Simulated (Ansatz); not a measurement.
in.yaml

```yaml
crystal:
  periodic: [false, false, false]
  atoms:
    - {symbol: Ge, position_ang: [0.000000, 0.000000, 2.186933]}
    - {symbol: Si, position_ang: [0.000000, 0.000000, -0.125967]}
    - {symbol: S, position_ang: [0.000000, 0.000000, -2.060967]}
basis:
  gaussian: {orbitals: STO-3G}
total_charge: 1
magnetization: {spin_polarized: false, initial_magnetization: 3}
correlation: {method: fic_nevpt4_sd, electrons: valence, active_space: {window: {electrons: 9, orbitals: 7}, states: [{multiplicity: 4, weights: [0.5, 1, 0.5, 0.5]}, {multiplicity: 6, weights: [1]}], root: 3}}
scf: {lower_state_search: full}
```

```sh
$ ansatz run in.yaml --threads 1 --pin off --events-out ev --progress --plain --max-ram 2393MiB
```

Output:

```
522 factors; integrals over basis functions are off by at most 3.5e-8 eV
mean field evaluation 1: about -74287.0406 eV, gradient 2.5e1 eV
mean field evaluation 2: about -74287.0547 eV, gradient 2.5e1 eV
mean field evaluation 4: about -74292.0695 eV, gradient 7.8e0 eV
mean field evaluation 8: about -74293.7292 eV, gradient 6.5e-1 eV
mean field evaluation 16: about -74293.1935 eV, gradient 3.6e0 eV
mean field evaluation 32: about -74293.7165 eV, gradient 1.1e-5 eV
mean field evaluation 64: about -74293.1935 eV, gradient 3.6e0 eV
mean field evaluation 96: about -74289.9048 eV, gradient 2.0e0 eV
mean field evaluation 128: about -74293.4523 eV, gradient 4.4e-3 eV
mean field evaluation 160: about -74255.8084 eV, gradient 3.5e1 eV
mean field evaluation 192: about -74293.5814 eV, gradient 1.0e0 eV
mean field evaluation 224: about -74293.4356 eV, gradient 4.8e-2 eV
mean field evaluation 256: about -74293.7165 eV, gradient 9.2e-6 eV
mean field -74293.73323207 eV, -2730.2443381773 hartree, gradient 7.1e-6 eV, S^2 3.750000; 16 other end points of the search recorded, 0 dependent functions left out
reference -74293.73323207 eV, -2730.2443381773 hartree; 32, 29 occupied and 4, 7 virtual orbitals, 522 factors
state -74294.42755024 eV, -2730.2698538996 hartree
state -74294.06085448 eV, -2730.2563780789 hartree
state -74293.74259516 eV, -2730.2446822647 hartree
state -74292.77094079 eV, -2730.2089746252 hartree
state -74294.42755024 eV, -2730.2698538996 hartree; corrected -74297.06101453 eV, -2730.3666319272 hartree
state -74294.06085448 eV, -2730.2563780789 hartree; corrected -74296.07252850 eV, -2730.3303057356 hartree
state -74293.74259516 eV, -2730.2446822647 hartree; corrected -74295.81439967 eV, -2730.3208196763 hartree
state -74292.77094079 eV, -2730.2089746252 hartree; corrected -74294.49579357 eV, -2730.2723617956 hartree
state -74291.56250338 eV, -2730.1645653693 hartree
state -74291.56250338 eV, -2730.1645653693 hartree; corrected -74293.24992305 eV, -2730.2265768985 hartree
Total energy: -74294.49579357 eV, -2730.2723617956 hartree
```

Natural occupations, averaged over the states: 1.9944 1.8558 1.5512 1.2518 0.9473 0.8651 0.5343.

Ran on 1 thread of Arm Neoverse N1, shared host: 18 s wall, 0.26 GiB peak host memory.
